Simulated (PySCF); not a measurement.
propene (C3H6), SMILES C=CC. Geometry optimised at r2SCAN-D4/def2-TZVP.

Computed equilibrium geometry at r2SCAN-D4/def2-TZVP (PySCF confirms it by a frequency run) as bond lengths and angles, and its point group:
point group Cs.
Atoms: C1 C2 C3 H4 H5 H6 H7 H8 H9. Bond lengths (Å): C1–C2 1.492, C1–H4 1.095, C1–H5 1.095, C1–H6 1.092, C2–C3 1.329, C2–H7 1.089, C3–H8 1.086, C3–H9 1.084. Bond angles (°): C2–C1–H4 111.0, C2–C1–H5 111.0, C2–C1–H6 111.5, H4–C1–H5 106.4, H4–C1–H6 108.4, H5–C1–H6 108.4, C1–C2–C3 125.1, C1–C2–H7 116.1, C3–C2–H7 118.8, C2–C3–H8 121.3, C2–C3–H9 121.6, H8–C3–H9 117.1.
